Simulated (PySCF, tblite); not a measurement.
**A complex of Na+ and 6 × hydrogen fluoride**

A gas-phase complex of Na+ and 6 × hydrogen fluoride; charge +1, singlet. The structure comes from a short search (6 tight-binding starts) and was relaxed by PBE0-D3(BJ)/def2-SVPD; another way of binding may lie lower. No frequency run checks that it is a minimum.

```json
{"part": "1", "name": "Na+", "SMILES": "[Na+]", "atoms": "1", "charge": "+1", "multiplicity": "1"}
{"part": "2", "name": "hydrogen fluoride", "SMILES": "F", "atoms": "2–3", "charge": "0", "multiplicity": "1"}
{"part": "3", "name": "hydrogen fluoride", "SMILES": "F", "atoms": "4–5", "charge": "0", "multiplicity": "1"}
{"part": "4", "name": "hydrogen fluoride", "SMILES": "F", "atoms": "6–7", "charge": "0", "multiplicity": "1"}
{"part": "5", "name": "hydrogen fluoride", "SMILES": "F", "atoms": "8–9", "charge": "0", "multiplicity": "1"}
{"part": "6", "name": "hydrogen fluoride", "SMILES": "F", "atoms": "10–11", "charge": "0", "multiplicity": "1"}
{"part": "7", "name": "hydrogen fluoride", "SMILES": "F", "atoms": "12–13", "charge": "0", "multiplicity": "1"}
```

Coordinates in Å:
```
Na1    -1.535    0.513   -0.069
F2     -0.350   -0.289   -1.715
H3      0.343   -0.533   -2.306
F4      1.557   -0.918   -3.290
H5      1.527   -1.392   -4.086
F6     -3.674    0.083   -0.173
H7     -4.497   -0.363   -0.066
F8     -0.480    0.058    1.866
H9     -0.186   -0.125    2.723
F10    -1.523    2.759   -0.050
H11    -1.448    3.666   -0.214
F12    -5.863   -1.180    0.169
H13    -6.706   -1.005   -0.174
```

```csv
contact,kind (by geometry),distance (Å),angle (°)
H7···F12,hydrogen bond,1.609,177
H3···F4,hydrogen bond,1.609,178
Na1···F2,ion contact,2.182,-
Na1···F6,ion contact,2.184,-
Na1···F10,ion contact,2.246,-
Na1···F8,ion contact,2.250,-
```

Interaction energies are complex less parts, with the parts frozen as they stand in it; counterpoise-corrected, in kcal/mol (PySCF).

(1) Give the interaction energy at each level run.

(2) What holds them together? Decompose the wB97M-D3(BJ)/def2-SVPD energy: frozen parts, their antisymmetrised product, then relaxation.

The parts were also relaxed and run alone, at the levels used for the complex: shieldings by PBE0/pcSseg-1; core levels by delta-SCF with SCAN, pcX-2 on the ionised atom and pcseg-1 elsewhere, spin-free X2C.

(3) What does binding change?

Answers

(1) 
```json
{"level": "wB97M-D3(BJ)/def2-SVPD", "interaction": "-77.87", "superposition error removed": "-3.35"}
{"level": "PBE0-D3(BJ)/def2-SVPD", "interaction": "-79.67", "superposition error removed": "-3.49"}
```

(2) electrostatic -82.1, Pauli repulsion +36.3, orbital relaxation -32.8, dispersion correction -2.6 kcal/mol, which sum to the value before the counterpoise correction; the Pauli term holds the exchange-correlation of the frozen density too. Of the attraction, 70 % is electrostatic, 28 % is orbital relaxation, 2 % is dispersion correction.

(3) 
```tsv
property	alone	in the complex	change
F6–H7 bond (Å)	0.920	0.942	+0.022
shielding of H7 (ppm)	29.25	23.31	-5.94
shielding of F12 (ppm)	410.5	418.1	+7.6
shielding of H3 (ppm)	29.25	23.27	-5.98
shielding of F4 (ppm)	410.5	418.0	+7.5
F2 1s core level (eV)	694.12	697.45	+3.33
F6 1s core level (eV)	694.12	697.44	+3.32
F12 1s core level (eV)	694.12	698.31	+4.19
```

The 4 runs behind this took 2.2 min in all, one thread each of Arm Neoverse V1 on a shared host, launched as `OMP_NUM_THREADS=1 python cluster_run.py task.json out`.
